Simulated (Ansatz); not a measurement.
Relaxation of FH4OSi (7 atoms, charge 0, multiplicity 2), to a largest force component of 0.03 eV/Å in at most 50 steps.

Level of theory: UKS PBE0-D4/def2-SVP in Ansatz 0.2.0.

```xyz
7
Properties=species:S:1:pos:R:3
Si 0.010 0.022 -0.333
F 0.059 0.011 2.462
H 1.424 0.007 -0.815
H -0.706 1.241 -0.815
H -0.707 -1.216 -0.768
O -0.059 -0.016 3.794
H -0.534 -0.851 3.934
```

Where does it end, and by what steps?

The run converged. After 5 steps the energy has fallen by 0.145 eV; O6 moved furthest, 0.27 Å.

| step | energy less start (eV) | largest force component (eV/Å) | accepted |
| --- | --- | --- | --- |
| 0 | 0.0000 | 3.205 | yes |
| 1 | -0.1240 | 1.183 | yes |
| 2 | -0.1218 | 0.816 | no |
| 3 | -0.1431 | 0.265 | yes |
| 4 | -0.1442 | 0.072 | yes |
| 5 | -0.1447 | 0.015 | yes |

```xyz
7
Properties=species:S:1:pos:R:3
Si 0.024 0.041 -0.505
F 0.005 0.038 2.651
H 1.438 0.015 -0.988
H -0.696 1.254 -0.998
H -0.700 -1.208 -0.892
O -0.032 -0.063 4.057
H -0.553 -0.879 4.132
```

Whether the end is a true minimum wasn't checked by a vibrational analysis.

Run time: 5.3 s on 2 threads of Intel(R) Xeon(R) 6975P-C (Granite Rapids), with other jobs on the host, peak memory 0.17 GiB.
